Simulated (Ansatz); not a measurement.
# C2F3 (trifluorovinyl radical) at UB3LYP/6-31G(d) (spherical functions)

Aim: the vertical electron affinity of C2F3 (trifluorovinyl radical) at UB3LYP/6-31G* (spherical functions), from 2 runs. 

Program for the calculation: Ansatz 0.2.0.

45 further runs of the same task are left out: 3 that didn't finish, 42 set aside as unsound or not needed.

## (1) Starting point

C2F3: 5 atoms, total charge 0, spin state doublet. SMILES: `F[C]=C(F)F`. Geometry: relaxed at PBE0-D4/def2-TZVP.

Bond lengths: F1–C2 1.297 Å, C2–C3 1.311 Å, C3–F4 1.317 Å, C3–F5 1.311 Å. Angles: F1–C2–C3 129.8°, C2–C3–F4 124.9°, C2–C3–F5 123.2°, F4–C3–F5 111.9°.

## (2) The energy at UB3LYP/6-31G(d) (spherical functions)

Contents of run.yaml:

```yaml
crystal:
  periodic: [false, false, false]
  atoms:
    - symbol: F
      position_ang: [0.577720, -1.033470, 1.511080]
    - symbol: C
      position_ang: [0.506940, 0.038840, 0.785720]
    - symbol: C
      position_ang: [-0.126500, 0.247860, -0.343200]
    - symbol: F
      position_ang: [-0.848620, -0.650470, -0.980670]
    - symbol: F
      position_ang: [-0.109540, 1.397240, -0.972920]
basis:
  gaussian:
    orbitals: 6-31G_st_-spherical.json
total_charge: 0
magnetization:
  spin_polarized: true
  initial_magnetization: 1
hamiltonian:
  xc: {name: B3LYP}
accuracy: high
output: {orbitals: {seedname: orbitals}}
```

The basis set 6-31G* is read from a file made from the Basis Set Exchange's data (not shown).

On the command line:

```bash
$ ansatz run run.yaml --threads 1 --pin off --max-ram 3480MiB --events-out events.jsonl --progress --plain --runs-dir runs
```

The program printed:

```text
Warning: RAYON_NUM_THREADS=1 ignored (pool sized by the plan → 1); use --threads N
Functional definition: B3LYP
  name "B3LYP"
  parameter a0 = 0.2
  parameter ax = 0.72
  parameter ac = 0.81
  exchange = (1 - a0 - ax)*slater_x + ax*b88_x + a0*exact_x
  correlation = (1 - ac)*vwn_rpa_c + ac*lyp_c
1524 factors; integrals over basis functions are off by at most 2.8e-9 eV
mean field evaluation 1: about -10218.5123 eV, gradient 1.9e1 eV
mean field evaluation 2: about -10218.6511 eV, gradient 2.0e1 eV
mean field evaluation 4: about -10219.7437 eV, gradient 8.7e-1 eV
mean field evaluation 8: about -10219.9093 eV, gradient 1.2e-1 eV
mean field evaluation 16: about -10219.9095 eV, gradient 1.6e-4 eV
mean field -10219.90954285 eV, -375.5747483963 hartree, gradient 6.2e-8 eV, S^2 0.759889; 2 other end points of the search recorded, 0 dependent functions left out
reference -10219.90956425 eV, -375.5747491828 hartree; 20, 19 occupied and 50, 51 virtual orbitals, 1524 factors
Total energy: -10219.90956425 eV, -375.5747491828 hartree
```

Wall time 14 s (1 thread of Arm Neoverse N1, shared host); peak memory 0.27 GiB.

## (3) The singlet anion, same level

Contents of job.yaml:

```yaml
crystal:
  periodic: [false, false, false]
  atoms:
    - {symbol: F, position_ang: [0.577720, -1.033470, 1.511080]}
    - {symbol: C, position_ang: [0.506940, 0.038840, 0.785720]}
    - {symbol: C, position_ang: [-0.126500, 0.247860, -0.343200]}
    - {symbol: F, position_ang: [-0.848620, -0.650470, -0.980670]}
    - {symbol: F, position_ang: [-0.109540, 1.397240, -0.972920]}
basis:
  gaussian:
    orbitals: 6-31G_st_-spherical.json
total_charge: -1
hamiltonian:
  xc: {name: B3LYP}
accuracy: high
output:
  orbitals: {seedname: orbitals}
```

The basis set 6-31G* is read from a file made from the Basis Set Exchange's data (not shown).

On the command line:

```bash
$ ansatz run job.yaml --threads 1 --pin off --max-ram 3480MiB --events-out events.jsonl --progress --plain --runs-dir runs
```

The program printed, shortened:

```text
Warning: RAYON_NUM_THREADS=1 ignored (pool sized by the plan → 1); use --threads N
[... 7 set-up lines as earlier in the session ...]
1526 factors; integrals over basis functions are off by at most 2.8e-9 eV
mean field evaluation 1: about -10216.2449 eV, gradient 4.1e1 eV
mean field evaluation 2: about -10209.6002 eV, gradient 6.7e1 eV
mean field evaluation 4: about -10220.0265 eV, gradient 5.2e0 eV
mean field evaluation 8: about -10220.2379 eV, gradient 3.0e-1 eV
mean field evaluation 16: about -10220.2381 eV, gradient 3.0e-5 eV
mean field -10220.23809934 eV, -375.5868226244 hartree, gradient 3.3e-8 eV, S^2 0.000000; 0 other end points of the search recorded, 0 dependent functions left out
reference -10220.23812249 eV, -375.5868234754 hartree; 20, 20 occupied and 50, 50 virtual orbitals, 1526 factors
Total energy: -10220.23812249 eV, -375.5868234754 hartree
```

It took 7.2 s on 1 thread of Arm Neoverse N1, shared host; peak memory 0.19 GiB.

## (4) What came out

Level: UB3LYP/6-31G* (spherical functions).

| quantity | value |
| --- | --- |
| doublet C2F3: total energy | -375.57475 Eh |
| doublet C2F3: HOMO energy (highest over α and β) | -6.86 eV |
| doublet C2F3: LUMO energy (lowest over α and β) | -3.35 eV |
| doublet C2F3: ⟨S²⟩ | 0.760 |
| singlet anion: total energy | -375.58682 Eh |
| singlet anion: HOMO energy | 2.84 eV |
| singlet anion: LUMO energy | 9.57 eV |
| singlet anion: HOMO–LUMO gap (to an unbound level, set by the basis) | 6.73 eV |
| vertical electron affinity (to the singlet anion) | 0.329 eV |

At fixed nuclei the extra electron is bound by 0.33 eV (7.6 kcal/mol). The basis has no diffuse functions, so the error can be as large as this value. The HOMO (singlet anion) lies at positive energy, 2.84 eV; only total energies tell whether the electron is bound.
